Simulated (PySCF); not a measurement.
One of the candidates below gave these computed data.

All candidates are C4H6O.

- Dipole: 2.00 D [CAM-B3LYP/def2-SVPD]
- UV, strongest line: among the 8 lowest singlet transitions: S4 at 7.36 eV (168 nm, f = 0.035) [TDDFT CAM-B3LYP/def2-SVPD]
- Rotational structure: rotational constants A, B, C: 11.871, 3.451, 2.902 GHz [GFN2-xTB]
- UV, first state: lowest singlet excitation: 6.37 eV (194 nm, f = 0.000) [TDDFT CAM-B3LYP/def2-SVPD]
- Triplet: lowest triplet excitation (Tamm–Dancoff): 5.73 eV [TDA CAM-B3LYP/def2-SVPD]
- Polarisability: 51.3 au [CAM-B3LYP/def2-SVPD]

The electronic properties come from PySCF, for the isolated species, density fitting. Levels stand in brackets. Geometry: GFN2-xTB, one conformer, isolated molecule.

**Question.** Which candidate is it?
A. `C#COCC`
B. `O=C1CCC1`
C. `OCC1C=C1`

**Answer.** A. It is `C#COCC`. Numbering: `[CH:1]#[C:2][O:3][CH2:4][CH3:5]`. Its formula, C4H6O, gives 2 degrees of unsaturation: 0 rings and 2 π bonds in the structure found. The optimised geometry has point group C1 and is an asymmetric top.

The others, at the same levels:
- `OCC1C=C1` fails: its computed lowest singlet excitation is 6.09 eV (203 nm, f = 0.036) (against 6.37 eV), lowest triplet excitation (Tamm–Dancoff) is 4.03 eV (against 5.73 eV) and static isotropic polarisability is 49.5 au (against 51.3 au).
- `O=C1CCC1` fails: its computed lowest singlet excitation is 4.29 eV (289 nm, f = 0.000) (against 6.37 eV), lowest triplet excitation (Tamm–Dancoff) is 3.76 eV (against 5.73 eV) and strongest line among the 8 lowest singlet transitions is S7 at 8.39 eV (148 nm, f = 0.056) (against S4 at 7.36 eV).

Each candidate is one conformer, not necessarily the lowest. The conformers computed, where there is a choice (atom-mapped SMILES and torsion angles):
- `[CH:1]#[C:2][O:3][CH2:4][CH3:5]`: C2–O3–C4–C5 67°
- `[OH:1][CH2:2][CH:3]1[CH:4]=[CH:5]1`: O1–C2–C3–C4 -92°, H–O1–C2–C3 53°
